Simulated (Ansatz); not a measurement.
# ClH3Si: the cost of one run

Method: DFT PBE0, Gaussian basis def2-TZVPP, and further levels as typed in the inputs, in Ansatz 0.2.0.

## (1) The starting structure

Bond lengths: Si1–Cl2 2.047 Å, Si1–H3 1.485 Å, Si1–H4 1.485 Å, Si1–H5 1.485 Å. Angles: Cl2–Si1–H3 108.0°, Cl2–Si1–H4 108.0°, Cl2–Si1–H5 108.0°, H3–Si1–H4 110.9°, H3–Si1–H5 110.9°, H4–Si1–H5 110.9°.

Coordinates:

```xyz
5

Si   -0.1337    0.0012   -0.0060
Cl    1.9107   -0.0177    0.0852
H    -0.6554   -0.0058    1.3844
H    -0.5717   -1.2119   -0.7420
H    -0.5500    1.2341   -0.7216
```

## (2) Relaxing the atoms: ClH3Si

File input.yaml:

```yaml
relax:
  f_tol: 0.001
  max_steps: 200
crystal:
  periodic: [false, false, false]
  atoms:
    - { symbol: Si, position_ang: [-0.1337, 0.00124, -0.00596] }
    - { symbol: Cl, position_ang: [1.91074, -0.01767, 0.08521] }
    - { symbol: H, position_ang: [-0.65537, -0.00577, 1.38438] }
    - { symbol: H, position_ang: [-0.57169, -1.21185, -0.74205] }
    - { symbol: H, position_ang: [-0.54998, 1.23405, -0.72158] }
basis:
  gaussian: { orbitals: def2-TZVPP }
hamiltonian:
  xc: pbe0
```

Started as:

```console
$ ansatz run input.yaml --threads 4 --pin off --max-ram 14336MiB --backend cpu --events-out ev --progress --plain --runs-dir out
```

Q: Estimate wall time and peak memory on 4 threads of Intel Xeon Platinum 8259CL at 2.50GHz (Skylake/Cascade Lake), shared host.

About 4.9 s, with a peak of 0.22 GiB.
